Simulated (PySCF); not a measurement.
CCl4, SMILES ClC(Cl)(Cl)Cl.

Geometry: B3LYP-D3(BJ)/def2-SVP.

Computed with SMD-M06-2X/def2-SVP (PySCF).

Solvation free energies are E(SMD) − E(gas) at the gas-phase geometry, for 1 M in both phases. In vacuum the dipole moment is 0.00 D.

Computed solvation free energies in water, N,N-dimethylformamide, acetonitrile:
```json
[
 {"solvent": "water", "ΔG(solv) (kcal/mol)": "1.2", "its non-electrostatic (CDS) part": "1.5", "dipole (D)": "0.00"},
 {"solvent": "N,N-dimethylformamide", "ΔG(solv) (kcal/mol)": "-2.8", "its non-electrostatic (CDS) part": "-2.5", "dipole (D)": "0.00"},
 {"solvent": "acetonitrile", "ΔG(solv) (kcal/mol)": "-3.0", "its non-electrostatic (CDS) part": "-2.6", "dipole (D)": "0.00"}
]
```
